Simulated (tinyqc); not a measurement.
Worked calculation: Born-Oppenheimer dynamics on the RHF/sto-3g surface (energies and gradients from PySCF), for LiH, spin multiplicity 1. Computed by tinyqc, a small Python program that keeps every step (integrals from PySCF). Settings: charge = 0, multiplicity = 1, basis = sto-3g, time step (fs) = 0.5, steps = 24. Command: `OMP_NUM_THREADS=1 python tinyqc.py 31790 31791 out.jsonl` (the two numbers bound the seeds that draw the settings). One thread of a shared host (Intel(R) Xeon(R) Processor @ 2.60GHz), about 1 s of CPU time with the checks.

## Velocity Verlet step 1

positions (bohr):
```
            x         y         z
1Li  0.000000  0.000000  0.000000
2H   0.000000  0.000000  3.390169
```

velocities (bohr per atomic time unit):
```
                x             y             z
1Li   0.000028135   0.000068203  -0.000023614
2H   -0.000195865  -0.000474797   0.000164386
```

gradient (hartree/bohr):
```
              x           y            z
1Li  0.00000000  0.00000000  -0.04233533
2H   0.00000000  0.00000000   0.04233533
```

masses (electron masses): 1Li 12789.392909, 2H 1837.152588

gradient after step 1 (hartree/bohr):
```
               x            y            z
1Li   0.00005773   0.00013995  -0.04224806
2H   -0.00005773  -0.00013995   0.04224806
```

dt = 0.5 fs = 20.6707 atomic units; x' = x + v dt - g dt^2 / (2m); after the new gradient g', v' = v - (g + g') dt / (2m).

positions after step 1 (bohr):
```
             x          y         z
1Li   0.000582   0.001410  0.000219
2H   -0.004049  -0.009814  3.388644
```

velocities after step 1 (bohr per atomic time unit):
```
                x             y             z
1Li   0.000028089   0.000068090   0.000044740
2H   -0.000195540  -0.000474010  -0.000311458
```

## Velocity Verlet step 2

gradient after step 2 (hartree/bohr):
```
               x            y            z
1Li   0.00011390   0.00027612  -0.04158706
2H   -0.00011390  -0.00027612   0.04158706
```

As before.

positions after step 2 (bohr):
```
             x          y         z
1Li   0.001161   0.002815  0.001850
2H   -0.008084  -0.019596  3.377293
```

velocities after step 2 (bohr per atomic time unit):
```
                x             y             z
1Li   0.000027950   0.000067754   0.000112489
2H   -0.000194574  -0.000471669  -0.000783092
```

## Energy conservation

The total energy should stay constant up to terms of order dt^2; the step counts as short enough if it moves by less than 2 % of the largest kinetic energy.

Trajectory:
```
time (fs)  1Li-2H (angstrom)  potential (hartree)  kinetic (hartree)  total (hartree)
0.000000            1.794000          -7.85050193         0.00030551      -7.85019642
0.500000            1.793089          -7.85057478         0.00037811      -7.85019666
1.000000            1.786254          -7.85111622         0.00091770      -7.85019851
1.500000            1.773588          -7.85209660         0.00189456      -7.85020203
2.000000            1.755271          -7.85345980         0.00325247      -7.85020732
2.500000            1.731570          -7.85512210         0.00490760      -7.85021450
3.000000            1.702859          -7.85697126         0.00674764      -7.85022362
3.500000            1.669624          -7.85886652         0.00863192      -7.85023460
4.000000            1.632483          -7.86064116         0.01039406      -7.85024710
4.500000            1.592203          -7.86210930         0.01184896      -7.85026035
5.000000            1.549715          -7.86307953         0.01280658      -7.85027295
5.500000            1.506125          -7.86337755         0.01309474      -7.85028281
6.000000            1.462719          -7.86287919         0.01259198      -7.85028721
6.500000            1.420951          -7.86155153         0.01126826      -7.85028327
7.000000            1.382401          -7.85949434         0.00922532      -7.85026902
7.500000            1.348710          -7.85696599         0.00672123      -7.85024476
8.000000            1.321470          -7.85437283         0.00415840      -7.85021443
8.500000            1.302090          -7.85220456         0.00201901      -7.85018555
9.000000            1.291645          -7.85091790         0.00075087      -7.85016703
9.500000            1.290739          -7.85080229         0.00063697      -7.85016532
10.000000           1.299426          -7.85188439         0.00170335      -7.85018104
10.500000           1.317200          -7.85391888         0.00371024      -7.85020864
11.000000           1.343065          -7.85647051         0.00623115      -7.85023935
11.500000           1.375665          -7.85904571         0.00878054      -7.85026516
12.000000           1.413429          -7.86121582         0.01093440      -7.85028142
```

The total energy moves within 1.2e-04 hartree, under 2 % of the largest kinetic energy.
